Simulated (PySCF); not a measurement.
**SMILES C(NCCC)C, C$_{5}$H$_{13}$N**

Geometry (Å), atoms numbered from 1 in this order:
```xyz
19

C    -2.2342    1.0607   -0.4653
C    -1.8901   -0.4087   -0.2817
C    -0.4619   -0.7505   -0.6824
N     0.5035   -0.0356    0.1185
C     1.8813   -0.2679   -0.2431
C     2.8271    0.5048    0.6551
H    -3.2452    1.2914   -0.0967
H    -2.1924    1.3454   -1.5291
H    -1.5121    1.6928    0.0712
H    -2.0417   -0.7001    0.7742
H    -2.5797   -1.0420   -0.8645
H    -0.3033   -0.4652   -1.7388
H    -0.3214   -1.8554   -0.6454
H     0.3629   -0.2564    1.1034
H     2.0175    0.0584   -1.2896
H     2.1549   -1.3488   -0.2310
H     3.8743    0.3590    0.3517
H     2.7380    0.1748    1.7035
H     2.5972    1.5803    0.6220
```

Computed, not measured: TDDFT CAM-B3LYP/aug-cc-pVDZ excited states, vertical, gas phase (PySCF). Geometry: PBE0-D3(BJ)/def2-SVP.

(1) Give the one- and two-photon strengths of the lowest singlets.

## Answers

(1) δ for parallel linear polarisation; σ at the peak of a Lorentzian of half width 0.1 eV, single beam; Ω is circular over linear.
```tsv
state	E (eV)	f	photon λ (nm)	δ (au)	σ (GM)	Ω	main
S1	5.48	0.005	452	185	2.04	0.60	HOMO→LUMO 0.73
S2	5.96	0.018	416	109	1.41	0.60	HOMO→LUMO+2 0.82
S3	6.20	0.046	400	33.8	0.47	0.56	HOMO→LUMO+3 0.62, HOMO→LUMO+1 0.28
S4	6.33	0.028	391	93.2	1.37	0.89	HOMO→LUMO+1 0.57, HOMO→LUMO+3 0.23
S5	6.88	0.002	361	213	3.70	0.32	HOMO→LUMO+4 0.61, HOMO→LUMO 0.15
S6	7.01	0.011	354	129	2.32	1.38	HOMO→LUMO+5 0.81
```

Among these, the strongest one-photon state is S3, the strongest two-photon state S5, with a dipole change of 2.4 D (relaxed, norm of the difference vector).
